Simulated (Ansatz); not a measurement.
A calculation with Ansatz (development build ahead of 0.2.0).

```yaml
crystal:
  periodic: [false, false, false]
  atoms:
    - { symbol: H, position_ang: [0.0, 0.08393, -1.14909] }
    - { symbol: C, position_ang: [0.0, -0.3579, -0.14009] }
    - { symbol: S, position_ang: [0.0, 0.27398, 1.28919] }
basis:
  gaussian: { orbitals: def2-SVP }
magnetization:
  spin_polarized: true
  initial_magnetization: 1
hamiltonian:
  xc: hf
correlation:
  method: mp2
  frozen_orbitals: { C: 1, H: 0, S: 5 }
```

The input is written out in the form of the current development build from the run's settings.

Output:

| Quantity | Value |
| --- | --- |
| Converged | yes |
| Reference energy | -435.74425 hartree |
| Correlation energy | -0.22462 hartree |
| Total energy | -435.96886 hartree |
| Spin squared of the determinant | 1.011 |
| Stability test | minimum |
| Occupied orbitals by symmetry in an Abelian subgroup (alpha; beta) | 10 A' 2 A''; 9 A' 2 A'' |

Messages of the program:
```
mean field -11857.20496375 eV, -435.7442453157 hartree, gradient 1.2e-6 eV, S^2 1.010621; 7 other ends of a descent, 0 dependent functions left out
```

Caution: the unrestricted determinant is spin contaminated.
